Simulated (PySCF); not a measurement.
**The bond of HCl−, level by level**

One job finds the state of HCl−, follows it along the bond with each method and fits the curves.

Program: PySCF 2.14.0. Level of theory: H def2-TZVPPD, Cl def2-TZVPPD, no relativity. These are calculated values, not measurements.

2 further runs of the same task are left out: 2 set aside as unsound or not needed.

## Step 1: Input

The job is set up so:

```json
{
 "atoms": "H, Cl",
 "charge": "-1",
 "basis": "H def2-TZVPPD, Cl def2-TZVPPD",
 "Hamiltonian": "no relativity",
 "basis functions": "68",
 "electrons treated": "19",
 "masses in u": "1.0078, 34.9689",
 "levels": "PBE0, PBE, r²SCAN, B3LYP, TPSSh, BLYP, BP86, PBEsol, LC-ωPBE, HF, MP2, SCS-MP2, CCSD, CCSD(T)",
 "grid": "80 radial by 434 angular points",
 "occupations": "held fixed by the projection of orbital angular momentum",
 "dissociation limit": "H + Cl−, each in its ground configuration",
 "starting distance in angstrom": "1.390",
 "values of 2S to try": "1, 3"
}
```

Started as:

```console
$ OMP_NUM_THREADS=1 python dia.py task.json out
```

After this run come: First curve: PBE0; PBE; r²SCAN (meta-GGA); B3LYP (global hybrid GGA); TPSSh (hybrid meta-GGA); BLYP (GGA); BP86; PBEsol (GGA); LC-ωPBE; UHF; Adding correlation.

Q: Predict the outcome of this session. Wanted: for each run, Re; ωe; De; μ.

As calculated:

Lowest PBE0 solution found, without spin–orbit coupling: ²Σ⁺ (doublet), unpaired electrons σ ↑.

```tsv
level	Re (Å)	ωe (cm⁻¹)	De (eV)	μ (D)
UHF-MP2	2.336	293.2	0.076	n/a
UHF-SCS-MP2	2.325	291.8	0.073	n/a
UHF-CCSD	2.174	447	0.137	n/a
UHF-CCSD(T)	2.147	480	0.161	n/a
PBE	2.040	547	0.306	2.32
PBEsol	1.953	595	0.409	2.53
BLYP	2.153	518	0.347	2.26
BP86	2.027	573	0.411	2.45
r²SCAN	2.097	566	0.378	2.11
TPSSh	2.130	576	0.442	2.04
B3LYP	2.131	544	0.303	2.10
PBE0	2.062	547	0.234	2.08
LC-ωPBE	2.099	517	0.159	1.81
```

De is counted to H + Cl− in their ground configurations. A positive dipole points from H to Cl; in an ion it is taken about the centre of mass and does not tell which atom is negative. No constants: UHF (no minimum is bracketed among the points kept).

In words: The methods spread over 0.383 Å in bond length, from PBEsol to UHF-MP2. CCSD(T) can't serve as the judge here: for a weak bond in this basis it is far from its limit. Among the levels with a De in the table, it runs from 0.073 eV (UHF-SCS-MP2) to 0.442 eV (TPSSh).

Correlated steps freeze 5 core orbitals. With some functionals the highest level of the anion is positive, from self-interaction error or because the anion is truly unbound there; the finite basis then holds the extra electron, and no neutral molecule was run to test the binding.
